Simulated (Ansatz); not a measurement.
A run of Ansatz (development build ahead of 0.2.0) on doublet BN(-) at this shape:

```xyz
2

B    -0.0089   -0.0492   -0.6376
N    -0.0012    0.0351    0.6025
```

Its results:

- Converged: yes
- Reference energy: -78.96939 hartree
- Correlation energy: -0.20766 hartree
- Total energy: -79.17706 hartree
- Spin squared of the determinant: 1.122
- Stability test: minimum
- Occupied orbitals by symmetry in an Abelian subgroup (alpha; beta): 5 A1 1 B1 1 B2; 4 A1 1 B1 1 B2

Messages of the program:
```
mean field -2148.86667395 eV, -78.9693937135 hartree, gradient 2.9e-6 eV, S^2 1.122412; 8 other ends of a descent, 0 dependent functions left out
```

Problem. Which input gives this output? Name the method, the orbitals and the basis set, and write the input.

Solution. UHF-MP2 in def2-SVP.

```yaml
crystal:
  periodic: [false, false, false]
  atoms:
    - { symbol: B, position_ang: [-0.00889, -0.0492, -0.63763] }
    - { symbol: "N", position_ang: [-0.00122, 0.03511, 0.60253] }
basis:
  gaussian: { orbitals: def2-SVP }
total_charge: -1
magnetization:
  spin_polarized: true
  initial_magnetization: 1
hamiltonian:
  xc: hf
correlation:
  method: mp2
  frozen_orbitals: { B: 1, "N": 1 }
```

Caution: no diffuse functions for an anion; the unrestricted determinant is spin contaminated.
